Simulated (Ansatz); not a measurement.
Two isomers of C5H8: A = `C1=CCCC1`, B = `C=CC1CC1`.

Program: Ansatz. Geometries: PBE0-D4/def2-TZVP. ΔE: electronic, gas phase. CBS: MP2 limit from def2 TZ/QZ plus the TZ coupled-cluster correction, frozen cores. Functionals use def2-TZVPP. Each species was taken in one conformer, which may not be the lowest.

Q: Which isomer does CCSD(T)/CBS put lower? Give the gap. (Estimate.)

A: Computed: A, by 22.7 kcal/mol.

Q: Give E(B) − E(A) in kcal/mol with PBE0-D4, PBE-D4, CCSD(T)/def2-SVP, B2PLYP, LDA (SPW92), ωB97M-V, CCSD(T)/def2-TZVPP. (An estimate is asked.)

A: The calculation gave: PBE0-D4 22.1, PBE-D4 20.7, CCSD(T)/def2-SVP 22.6, B2PLYP 21.0, LDA (SPW92) 23.0, ωB97M-V 21.8, CCSD(T)/def2-TZVPP 22.6. None reverses the order clearly.

Q: Does the order hold for the free energy at 298.15 K (harmonic terms from PBE0-D4)? (Estimate.)

A: Computed: Yes: G(B) − G(A) = +20.8 kcal/mol, for one conformer each.

Largest T1 diagnostic: 0.010.

Leaving LDA and LC-ωPBE aside and taking each functional with its dispersion term where it has one, the values, not all of them listed here, spread over 3.2 kcal/mol, from B97M-V to PBE-QIDH. LDA lies +2.9 kcal/mol from PBE without D4. In def2-TZVPP, CCSD(T) changes the Hartree–Fock value by +1.1 kcal/mol (the triples alone add −0.0 kcal/mol) and MP2 by +0.8 kcal/mol.
